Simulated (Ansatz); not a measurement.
We consider 1T (CdI2-type) PtSe2, described by PBEsol in Ansatz (plane waves, PAW).

Run with plane-wave cutoff 520 eV, 12×12×8 k mesh (along the axes of the cell as run), Fermi–Dirac smearing 0.01 eV, scalar-relativistic PAW data made under PBE.

The cell is scaled about its equilibrium volume:

Shape and atoms are relaxed at each volume.

```tsv
V (Å³/atom)	P (GPa)	c (Å)	a (Å)
19.041	2.61	4.699	3.746
19.438	1.13	4.776	3.755
19.834	-0.01	4.859	3.760
20.231	-0.81	4.947	3.764
20.628	-1.19	5.047	3.763
```

Note: the cell comes from a level without a dispersion term, which matters for the spacing of layers, chains or molecules; the bulk modulus comes from volumes at which shape and atoms were relaxed.

Ansatz is a quantum-chemistry and plane-wave program.
